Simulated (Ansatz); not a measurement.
# CH5NSi: taking an electron away

An exercise on one series of results from a longer session: the logs are not shown, and one member is left open.

Computed with Ansatz 0.2.0, Gaussian basis. Level: unrestricted cation, the program's frozen cores in correlated methods.

Levels to be run: UKS PBE-D4/def2-TZVPP; UKS r2SCAN-D4/def2-TZVPP; UKS PBE0-D4/def2-TZVPP; UKS B3LYP-D4/def2-TZVPP; UKS wB97X-V/def2-TZVPP; UKS wB97M-V/def2-TZVPP; UKS B2PLYP/def2-TZVPP; UHF-CCSD(T)/def2-TZVPP; UHF-MP2/def2-QZVPP; extrapolation to the limit; then −ε(HOMO) from the neutral's earlier runs with LDA (SPW92), PBE-D4, revPBE-D4, BLYP-D4, r2SCAN-D4, B97M-V, PBE0-D4, B3LYP-D4, r2SCANh-D4, r2SCAN0-D4, HSE06-D4, BHLYP-D4, CAM-B3LYP-D4, LC-ωPBE, ωB97X-V, ωB97M-V.

### The geometry

The geometry comes from an earlier relaxation with PBE0-D4 in a triple-zeta def2 set; it is a stationary point, not always the lowest conformer.

SMILES `C[Si]N`, 8 atoms, charge 0, spin multiplicity 1.

Atoms are counted from 1 here; the program's logs count them from 0.

Bond lengths: C1–Si2 1.904 Å, C1–H4 1.094 Å, C1–H5 1.094 Å, C1–H6 1.098 Å, Si2–N3 1.709 Å, N3–H7 1.008 Å, N3–H8 1.010 Å. Angles: Si2–C1–H4 115.0°, Si2–C1–H5 110.7°, Si2–C1–H6 107.9°, H4–C1–H5 108.8°, H4–C1–H6 108.0°, H5–C1–H6 106.1°, C1–Si2–N3 98.7°, Si2–N3–H7 121.7°, Si2–N3–H8 126.1°, H7–N3–H8 112.1°.

Set-up of the first run:

Contents of in.yaml:

```yaml
crystal:
  periodic: [false, false, false]
  atoms:
    - {symbol: C, position_ang: [-0.660023, 0.824688, -0.552058]}
    - {symbol: Si, position_ang: [0.963771, 0.653782, 0.427730]}
    - {symbol: N, position_ang: [0.932235, -1.034415, 0.690675]}
    - {symbol: H, position_ang: [-1.026431, -0.101825, -1.004274]}
    - {symbol: H, position_ang: [-0.562477, 1.583362, -1.334079]}
    - {symbol: H, position_ang: [-1.431434, 1.195019, 0.135889]}
    - {symbol: H, position_ang: [1.651212, -1.501889, 1.220110]}
    - {symbol: H, position_ang: [0.225247, -1.675721, 0.360307]}
basis:
  gaussian: {orbitals: def2-TZVPP}
total_charge: 1
magnetization: {spin_polarized: true, initial_magnetization: 1}
hamiltonian: {xc: pbe, dispersion: d4}
```

Steps of the session up to this table: Cation, UKS PBE-D4/def2-TZVPP; Cation, UKS r2SCAN-D4/def2-TZVPP; Cation, UKS PBE0-D4/def2-TZVPP; Cation, UKS B3LYP-D4/def2-TZVPP; Cation, UKS wB97X-V/def2-TZVPP; Cation, UKS wB97M-V/def2-TZVPP; Cation, UKS B2PLYP (frozen core)/def2-TZVPP; Cation, UHF-CCSD(T)/def2-TZVPP; Cation, UHF-MP2/def2-QZVPP.

One table of the session follows, with a row left open; its other results are not shown here.

It belongs to the step «Ionisation energies side by side». Orbital estimates, from the neutral's runs:

```
  functional  −ε(HOMO) (eV)
 LDA (SPW92)              ?
      PBE-D4           4.97
   revPBE-D4           4.94
     BLYP-D4           4.86
   r2SCAN-D4           5.16
      B97M-V           5.23
     PBE0-D4           6.03
    B3LYP-D4           5.86
  r2SCANh-D4           5.55
  r2SCAN0-D4           6.14
    HSE06-D4           5.63
    BHLYP-D4           6.99
CAM-B3LYP-D4           7.32
     LC-ωPBE           8.60
     ωB97X-V           8.29
     ωB97M-V           8.13
```

Estimate the missing values for LDA (SPW92).

The run gave: −ε(HOMO) (eV): 5.05. In the column «−ε(HOMO) (eV)» it lies between PBE-D4 (4.97) and r2SCAN-D4 (5.16).
